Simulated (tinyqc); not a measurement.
Inside a calculation. Method: harmonic frequencies on the LDA (VWN5)/sto-3g surface (energies and gradients from PySCF), for OH-, spin multiplicity 1. The basis has no diffuse functions, so it cannot describe the extra electron: this is an exercise in the method, not the real anion. Computed by tinyqc, a small Python program that keeps every step (integrals from PySCF). Settings: charge = -1, multiplicity = 1, basis = sto-3g, functional = lda,vwn, delta = 0.01. Command: `OMP_NUM_THREADS=1 python tinyqc.py 25326 25327 out.jsonl` (the two numbers bound the seeds that draw the settings). One thread of a shared host (Intel(R) Xeon(R) Processor @ 2.60GHz), about 3 s of CPU time with the checks.

## One row of the Hessian: 2Hz

optimised positions (bohr):
```
         x       y        z
1O  0.0000  0.0000  -0.1554
2H  0.0000  0.0000   1.9337
```

gradient at +delta (hartree/bohr):
```
           x         y          z
1O  0.000000  0.000000  -0.002811
2H  0.000000  0.000000   0.002811
```

gradient at -delta (hartree/bohr):
```
           x         y          z
1O  0.000000  0.000000   0.002895
2H  0.000000  0.000000  -0.002894
```

Displace 2Hz by +/-0.01 bohr; H(k, :) = (g(+) - g(-)) / (2 delta).

row of the Hessian (hartree/bohr^2): 1Ox 0.000000, 1Oy 0.000000, 1Oz -0.285297, 2Hx 0.000000, 2Hy 0.000000, 2Hz 0.285274

## Hessian by finite differences

All rows are made in the same way, and the matrix is symmetrised.

Hessian (symmetrised) (hartree/bohr^2):
```
           1Ox        1Oy        1Oz       2Hx       2Hy        2Hz
1Ox  -0.000032   0.000000   0.000000  0.000013  0.000000   0.000000
1Oy   0.000000  -0.000032   0.000000  0.000000  0.000013   0.000000
1Oz   0.000000   0.000000   0.285297  0.000000  0.000000  -0.285286
2Hx   0.000013   0.000000   0.000000  0.000005  0.000000   0.000000
2Hy   0.000000   0.000013   0.000000  0.000000  0.000005   0.000000
2Hz   0.000000   0.000000  -0.285286  0.000000  0.000000   0.285274
```

## Normal modes

masses (u): 1O 15.9949, 2H 2.0141

Diagonalise H_ij / sqrt(m_i m_j); the 5 smallest eigenvalues belong to translations and rotations; wavenumber = sqrt(eigenvalue / 1822.888) x 219474.63; each mode has its largest component positive (the first on a tie); zero-point energy = sum of wavenumbers / 2, with 349.755 1/cm per kcal/mol. A mass of 2.014 u marks deuterium.

eigenvalues of the mass-weighted Hessian (hartree/(bohr^2 u)): 0.0000  0.0000  0.0000  0.0000  0.0000  0.1595

harmonic wavenumbers of the vibrations (1/cm): 2052.8

mass-weighted modes:
```
      mode 1
1Ox   0.0000
1Oy   0.0000
1Oz  -0.3344
2Hx   0.0000
2Hy   0.0000
2Hz   0.9424
```

zero-point energy = 2.9347 kcal/mol
